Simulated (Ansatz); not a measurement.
# AlH3S2: functionals against CCSD(T) at one geometry

One table from this session's results is given with a row withheld; the runs are named, their logs left out.

Method: single points in def2-TZVPP; program: Ansatz 0.2.0, Gaussian basis.

Cores are frozen in the correlated methods.

## The system as given

6 atoms, charge 0, spin multiplicity 1.

Atoms are counted from 1 here; the program's logs count them from 0.

Bond lengths: Al1–S2 2.590 Å, Al1–S3 2.112 Å, Al1–H5 1.481 Å, S2–H6 1.381 Å. Angles: S2–Al1–S3 92.5°, S2–Al1–H5 112.4°, S3–Al1–H5 155.0°, Al1–S2–H6 91.0°.

As a file:

```
Al   -1.0780    0.0752   -0.2584
S     1.2955    0.9417    0.3115
S    -0.3272   -1.7187   -1.0818
H     0.8442   -0.5278   -0.5447
H    -2.1381    1.0335    0.1304
H     1.3493    0.1328    1.4293
```

Set-up of the first run:

Contents of run/in.yaml:

```yaml
crystal:
  periodic: [false, false, false]
  atoms:
    - {symbol: Al, position_ang: [-1.078000, 0.075200, -0.258400]}
    - {symbol: S, position_ang: [1.295500, 0.941700, 0.311500]}
    - {symbol: S, position_ang: [-0.327200, -1.718700, -1.081800]}
    - {symbol: H, position_ang: [0.844200, -0.527800, -0.544700]}
    - {symbol: H, position_ang: [-2.138100, 1.033500, 0.130400]}
    - {symbol: H, position_ang: [1.349300, 0.132800, 1.429300]}
basis:
  gaussian: {orbitals: def2-TZVPP}
correlation: {method: ccsd_t}
output: {forces: true}
```

No record of the launch command was kept for these runs.

Among the steps run: CCSD(T)/def2-TZVPP; PBE0-D4/def2-TZVPP; wB97M-V/def2-TZVPP; r2SCAN-D4/def2-TZVPP; PBE-D4/def2-TZVPP; wB97X-V/def2-TZVPP; LC-wPBE/def2-TZVPP.

One table of the session follows, with a row left open; its other results are not shown here.

| method | RMS force component (eV/Å) | angle to CCSD(T) forces (°) | dipole (D) |
| --- | --- | --- | --- |
| CCSD(T) | 0.839 | reference | 2.24 |
| PBE0-D4 | 0.888 | 5.5 | 2.33 |
| wB97M-V | 0.860 | 7.0 | 2.37 |
| r2SCAN-D4 | ? | ? | ? |
| PBE-D4 | 0.787 | 9.7 | 2.12 |
| wB97X-V | 0.936 | 7.5 | 2.48 |
| LC-wPBE | 1.011 | 10.4 | 2.55 |

Estimate the missing values for r2SCAN-D4.

As computed: RMS force component (eV/Å): 0.852; angle to CCSD(T) forces (°): 5.5; dipole (D): 2.29. In the column «RMS force component (eV/Å)» it lies between CCSD(T) (0.839) and wB97M-V (0.860).
